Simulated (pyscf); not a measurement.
Single points on ωB97X-D3(BJ)/def2-SVP structures (PySCF, gas phase).

SMILES: [F][WH](=[Se])=[Se]
```xyz
5

F      0.5564     0.6105     0.5525
W     -0.9846    -0.3546     0.1610
Se    -0.7561    -2.3674    -0.7476
Se    -2.6752     0.7129    -0.8045
H     -1.8098    -0.8419     1.5486
```
Charge 0, spin multiplicity 1.

Question: How much does it cost (ΔH, 298 K, ωB97M-D3(BJ)/def2-TZVP) to split F–WH(=Se)=Se (SMILES [F][WH](=[Se])=[Se]) at its H–W bond into [F–W(=Se)=Se]• + H•?

Answer: H–W to [F–W(=Se)=Se]• + H•: 73.8 kcal/mol. The 7 functionals that were run give +68.5 (M06-2X) to +76.1 kcal/mol (B3LYP-D3(BJ)). The radicals are drawn with the spin at the cut bond; how far it spreads was not checked. Other isomers of [F–W(=Se)=Se]• were not searched in full and may lie lower. Open-shell species with a d-block atom are single-reference here; other states, and whether the spin sits on metal or ligand, were not checked. Elements up to Kr have no core potential and no relativistic terms here. Elements past Kr carry the def2 core potentials, without spin-orbit coupling.
